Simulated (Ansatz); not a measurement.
Basis-set extrapolation for `C#C[CH]C#N` radical (PBE0-D4/def2-TZVP geometry, frozen core, Ansatz 0.2.0). Multiplicity 2, UHF reference.

```
                     cc-pV(T+d)Z  cc-pV(Q+d)Z
                 HF  -207.058106  -207.071177
    MP2 correlation    -0.731271    -0.780160
CCSD(T) correlation    -0.814587    -0.858706
```

Energies in hartree. Use E(X) = E(∞) + A·exp(−5.46·√X) for Hartree–Fock and E(X) = E(∞) + B·X^(−3.05) for correlation, with X = 3 and 4.

**Question.** What is the CCSD(T) energy at the basis-set limit?

**Answer.** HF limit: -207.071177 + (-0.013071) × 0.30130 = -207.07512. Correlation limit: -0.858706 + (-0.044119) × 0.71189 = -0.89011. Total: -207.96523 hartree, 243.0 kJ/mol below CCSD(T)/cc-pV(T+d)Z.

The UHF reference is spin-contaminated (⟨S²⟩ = 1.11, T1 = 0.040).
